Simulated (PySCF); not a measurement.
Start geometry of `C` (CH4) from GFN2-xTB (Å):
```
atom  x, y, z in Å
C1     0.0221   -0.0250    0.0007
H2     0.8997   -0.5993   -0.0190
H3     0.1805    0.9660   -0.4535
H4    -0.2957    0.1337    1.0151
H5    -0.7731   -0.5094   -0.5812
```

**Question.** What comes out of this run: PBE0-D3(BJ)/def2-TZVP geometry optimisation, gas phase in PySCF?

**Answer.** 
```
atom  x, y, z in Å
C1     0.006   -0.006   -0.008
H2     0.885   -0.176   -0.630
H3    -0.491   -0.956    0.185
H4    -0.679    0.665   -0.524
H5     0.312    0.442    0.937
```

The energy falls by 4.4 kJ/mol over 6 energy and gradient evaluations, the largest force component goes from 0.0271 to 4.0e-05 Eh/bohr, and the atoms move by 0.021 Å rms after alignment. The bond that changes most is C1–H2 (methane carbon to hydrogen on carbon), which lengthens by 0.041 Å. Bonds longer at the end by more than 0.005 Å: 2 of 4; shorter: 2. Among the angles that change most is H3–C1–H5, from 106.4° to 109.5°. The orientation of the end geometry is arbitrary; only internal coordinates are fixed.

The run used 55 basis functions and 37 SCF cycles in all. The run took 4.1 s of wall time on an Intel Xeon at 2.30 GHz with one thread, no GPU, shared host with 24 logical CPUs at a one-minute load of 16, and the process peaked at 0.30 GiB of memory.

PBE0-D3(BJ)/def2-TZVP frequencies: not computed here.
